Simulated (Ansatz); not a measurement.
## How the LO phonon frequency at L of rock-salt LiF moves with the method

No measured value is used here.

| level (code) | value (cm⁻¹) | cell (Å³/atom) |
|---|---|---|
| LDA (Ansatz) | 625 | 7.47 |
| PBE (Ansatz) | (withheld) | 8.42 |
| r²SCAN (Ansatz) | (withheld) | 7.94 |
| HSE06 (Ansatz) | 601 | 8.06 |
| LC-ωPBE (Ansatz) | 603 | 8.15 |
| PBE0 (Ansatz) | 602 | 8.05 |
| r²SCAN0 (Ansatz) | 625 | 7.75 |
| r²SCANh (Ansatz) | 618 | 7.86 |
| Hartree–Fock (Ansatz) | 619 | 7.96 |

### Question
Fill in the missing entries.

### Answer

- PBE (Ansatz, an electronic-structure program), value (cm⁻¹): 578
- r²SCAN (Ansatz), value (cm⁻¹): 612

Each level is taken at its own relaxed cell. Cutoffs differ between the levels. Ansatz's density-functional and Hartree–Fock values are scalar-relativistic unless marked +SOC, with PAW data made under PBE.
